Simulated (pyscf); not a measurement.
Optimised with ωB97X-D3(BJ)/def2-SVP in PySCF. Correlated levels are frozen-core, on RHF or UHF. ΔMP2 is the change of the MP2 total energy from the triple- to the quadruple-zeta basis.

### Question
Estimate the classical barrier height and the reaction energy of chloroethane (H₃C–CH₂–Cl) + H atom (H•) → ethane (H₃C–CH₃) + Cl atom (Cl•) at CCSD(T)/def2-TZVPP + ΔMP2(QZVPP). The step runs on the doublet surface, breaks C–Cl and forms C–H; take the separated reactants as zero.

### Answer
ΔE‡ = 21.4 kcal/mol, ΔE = -21.4 kcal/mol. Zero-point energy shifts the barrier by +1.1 kcal/mol. It is a substitution at C, with an imaginary mode of 1430i cm⁻¹. The same reactants have a lower exit, to •H₂C–CH₃ + HCl (barrier +11.3 kcal/mol at ωB97M-D3(BJ), against +21.8 kcal/mol here). This is the saddle that the search found; another between the same sides may lie lower. The angle at the attacked C is 162°. The CCSD(T) − MP2 part came from Ansatz, without density fitting, on the same reference. Left out: the spin-orbit lowering of Cl.
